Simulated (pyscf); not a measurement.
Single points on ωB97X-D3(BJ)/def2-SVP structures (PySCF, gas phase). MP2 and CC: frozen core, UHF for open shells. ΔMP2 is the change of the MP2 total energy from the triple- to the quadruple-zeta basis.

Problem. What is the homolytic dissociation enthalpy (298 K, CCSD(T)/def2-TZVPP + ΔMP2(QZVPP)) of the F–Zr bond of F–ZrH(Cl)–Cl (SMILES [F][ZrH]([Cl])[Cl]), to F• + [Cl–ZrH–Cl]•?

Solution. F–Zr to F• + [Cl–ZrH–Cl]•: 6.78 eV. The radicals are drawn with the spin at the cut bond; how far it spreads was not checked. The CCSD(T) − MP2 part came from Ansatz, without density fitting, on the same reference. The frozen core leaves the outer d or s,p core shells of the metals and heavy elements correlated in the MP2 and CC values, and def2-TZVPP describes them poorly, which can shift differences by a few kcal/mol. Left out: the spin-orbit lowering of F. Open-shell species with a d-block atom are single-reference here; other states, and whether the spin sits on metal or ligand, were not checked. Elements past Kr carry the def2 core potentials, without spin-orbit coupling.
